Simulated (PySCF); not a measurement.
## A basis-limit estimate, worked out

An elementary step of BH2SF, closed shell (BH₂SF ([F][BH][SH]) → BSF + H₂; bonds formed: H2–H4; bonds broken: B1–H2, S3–H4). “Start” is the structure reached by relaxing down from the saddle towards the reactants; PBE0-D4/def2-TZVP structures. The saddle:

```json
{"atom": "B1", "x (Å)": "-0.2374", "y (Å)": "0.0902", "z (Å)": "-0.2724"}
{"atom": "H2", "x (Å)": "0.1671", "y (Å)": "0.5316", "z (Å)": "0.9927"}
{"atom": "S3", "x (Å)": "0.5893", "y (Å)": "-1.2986", "z (Å)": "-0.7793"}
{"atom": "H4", "x (Å)": "0.6399", "y (Å)": "-0.2760", "z (Å)": "0.6928"}
{"atom": "F5", "x (Å)": "-1.1587", "y (Å)": "0.9528", "z (Å)": "-0.6340"}
```

Computed with PySCF 2.14 with density fitting (its default auxiliary sets; JK sets also for MP2 and CCSD(T)) (basis: def2-TZVPP and def2-QZVPP); correlated methods freeze the cores.

Energies in eV:

| quantity | saddle | start |
| --- | --- | --- |
| Hartree–Fock, triple zeta (X = 3) | -14227.63349 | -14230.69690 |
| Hartree–Fock, quadruple zeta (X = 4) | -14228.09603 | -14231.15595 |
| MP2 correlation, X = 3 | -15.02987 | -14.29924 |
| MP2 correlation, X = 4 | -16.34496 | -15.57965 |
| CCSD(T) correlation, X = 3 | -16.24517 | -15.61177 |

(1) Work out the barrier at the basis limit: extrapolate Hartree–Fock as E(X) = E∞ + A exp(−7.88 √X) and the MP2 correlation as E(X) = E∞ + B X^−2.97 (the exponents that Neese and Valeev fitted for def2-TZVPP and QZVPP), then add CCSD(T) − MP2 in triple zeta.

No T1 diagnostic of these runs exceeds 0.018.

## Answers

(1) Each step is linear, so take the differences first (saddle − start): Hartree–Fock 3.06341 (X = 3) and 3.05992 (X = 4); MP2 correlation -0.73063 and -0.76531; CCSD(T) correlation -0.63340.
Two points give E∞ = E(4) + w [E(4) − E(3)], with w = 1/(exp(7.88 (2 − √3)) − 1) = 0.1377 for Hartree–Fock and w = 1/((4/3)^2.97 − 1) = 0.7407 for the correlation.
Hartree–Fock: 3.05992 + 0.1377 × (-0.00349) = 3.0594 eV.
MP2 correlation: -0.76531 + 0.7407 × (-0.03468) = -0.7910 eV.
CCSD(T) − MP2: -0.63340 − (-0.73063) = 0.0972 eV.
Sum: 3.0594 + (-0.7910) + 0.0972 = 2.3656 eV, or 54.55 kcal/mol. Plain CCSD(T) in triple zeta gives 2.4300 eV, so the larger basis shifts the result by -0.0644 eV.

Labels in which every atom is bracketed show which atoms are joined, not bond orders.

For scale, one of the runs: CCSD(T)/def2-TZVPP, 132 basis functions, launched by `OMP_NUM_THREADS=4 python run.py`. Time: 76 s of wall clock on 4 CPU threads of an Arm Neoverse N1; the host was shared. Peak host memory: 0.72 GiB.
